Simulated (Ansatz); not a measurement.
**2H WS₂**

Calculation: r²SCAN+rVV10 (PAW; Ansatz, a program for electronic structure).

Numerical settings: plane-wave cutoff 500 eV, 18×18×4 k mesh (along the axes of the cell as run), Fermi–Dirac smearing 0.05 eV, no spin polarisation, scalar-relativistic PAW data made under PBE.

Cell: relaxed at this level.

```json
{
 "equilibrium_volume_per_atom": "18.12 Å³/atom",
 "lattice_parameter_a": "3.170 Å",
 "lattice_parameter_c": "12.493 Å",
 "band_gap": "1.13 eV (on the SCF k mesh)"
}
```

Measured, for comparison: band gap 1.35 eV (room temperature, not corrected to a static lattice, bulk 2H; as tabulated in Bastos et al. (2019), arXiv:1903.08112); lattice constant a 3.153 Å, lattice parameter c 12.323 Å (300 K, not corrected to a static lattice; as tabulated in arXiv:1605.07067). Computed (rounded) less measured: lattice constant a +0.5 %, lattice parameter c +1.4 %.

Spin–orbit coupling is not included.

Static lattice: no zero-point or thermal effects.

It cost around 4 core-minutes (rough) of CPU time.
